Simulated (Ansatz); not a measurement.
Rutile CrO2

Calculation: PBE-D4 in Ansatz (plane waves, PAW).

Settings: plane-wave cutoff 520 eV, 12×12×18 k mesh (along the axes of the cell as run), Fermi–Dirac smearing 0.05 eV, spin-polarised with parallel moments, scalar-relativistic PAW data made under PBE.

Cell (relaxed at this level):

```xyz
6
Lattice="4.4067 0.0000 0.0000 0.0000 4.4067 0.0000 0.0000 0.0000 2.9076" Properties=species:S:1:pos:R:3 pbc="T T T"
Cr     0.0000     0.0000     0.0000
Cr     2.2033     2.2033     1.4538
O      1.3358     1.3358     0.0000
O      3.5391     0.8675     1.4538
O      0.8675     3.5391     1.4538
O      3.0709     3.0709     0.0000
```
Starting moments (μB, in the order of the record's atoms Cr Cr O O O O): 2.5 2.5 0.0 0.0 0.0 0.0.

```
Quantity                                                 Value
-----------------------------------------------  -------------
bulk modulus                                           245 GPa
band gap                                         zero (no gap)
magnetic moment (largest site, within a sphere)        1.72 μB
pressure derivative B′ of the bulk modulus                 4.9
```

Measured, for comparison: band gap 0 eV (temperature not stated, no zero-point or thermal correction, metal; as tabulated in Lewis et al. (1997), arXiv:mtrl-th/9608006); bulk modulus 242 ± 2 GPa (temperature not stated, no zero-point or thermal correction, equation of state from high-pressure X-ray diffraction; as tabulated in Datta et al. (2023), arXiv:2307.04584). Computed (rounded) less measured: bulk modulus +1 %. A static lattice is as a rule a little smaller and stiffer than an uncorrected measurement, which narrows the difference in the bulk modulus and would widen misses of the other sign.

Note: the bulk modulus comes from volumes at which shape and atoms were relaxed.

Moments are spin moments.

Ansatz is a quantum-chemistry and plane-wave program.
